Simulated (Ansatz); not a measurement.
Wall time of one geometry in Ansatz (plane waves) for a 2-atom cell of zinc-blende GaAs, 8×8×8 k mesh, 1 x GB300 with 34 host threads. The machine ran nothing else. Each time is one whole self-consistent calculation from the program's own starting density. Runs that were refused, crashed or met a hardware fault are not listed.

| level | cutoff | SCF iterations | wall time | times PBE |
|---|---|---|---|---|
| LDA | 420 eV | 6 | 0.96 s | 0.96 |
| PBE | 420 eV | 6 | 1.0 s | 1.0 |
| r²SCAN | 500 eV | 6 | 1.1 s | 1.0 |
| r²SCAN+rVV10 | 500 eV | 6 | 1.3 s | 1.3 |
| HSE06 | 420 eV | 16 | 5.9 s | 5.9 |
| PBE0 | 420 eV | 15 | 5.8 s | 5.8 |
| Hartree–Fock | 420 eV | 23 | 7.1 s | 7.1 |

Ratios come from the unrounded times.

Ansatz is a quantum-chemistry and plane-wave program.
